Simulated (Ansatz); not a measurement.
Born–Oppenheimer molecular dynamics of CH4BCl (7 atoms, charge 0, multiplicity 1). It starts from a relaxed structure.

Method: RKS CAM-B3LYP-D4/def2-SVP in Ansatz 0.2.0.

| Property | Result |
| --- | --- |
| ensemble | NVT, Langevin thermostat |
| time step | 1 fs |
| steps asked | 100 |
| set temperature | 700 K |
| friction | 0.005 /fs |
| temperature schedule | 25 steps to 700 K, then 75 steps to 10 K |
| seed | 169712 |

First frame:

```xyz
7
Properties=species:S:1:pos:R:3
B 0.037 -0.032 0.017
Cl -0.053 0.283 1.741
C 1.383 0.019 -0.757
H 1.578 -0.983 -1.182
H 1.284 0.687 -1.630
H 2.250 0.325 -0.157
H -1.005 -0.300 -0.524
```

(1) What does the run give?

(2) What happens to the structure?

(3) How do temperature and energy run in time?

Results:

(1) The run went to its last step.

```yaml
steps_done: 100
time_covered: 100 fs
mean_temperature_over_the_second_half: 420 K
spread_of_the_potential_energy_over_the_second_half: 10.8 meV per atom
mean_potential_energy_of_the_second_half_above_the_start: 34.3 meV per atom
```

The schedule's set-point averaged 240 K over the second half and the system 420 K, so it lags behind the ramp. A run of 0.1 ps of so small a system gives no equilibrium averages.

(2) The same pairs are bonded in the first frame and the last. Pairs count as bonded within 1.25 times the sum of covalent radii (0.12 Å more for H–H). The details hang on the random start.

(3) 
```csv
time (fs),T (K),potential energy less start (eV)
0,600,0.000
8,106,0.448
16,518,0.105
24,214,0.383
32,438,0.207
40,413,0.235
48,407,0.331
56,540,0.211
64,328,0.313
72,507,0.150
80,232,0.390
88,524,0.104
96,277,0.321
```

The run took 4.5 min on 1 thread of Intel(R) Xeon(R) Platinum 8259CL CPU @ 2.50GHz (Skylake/Cascade Lake), on a shared host, peak memory 0.15 GiB.
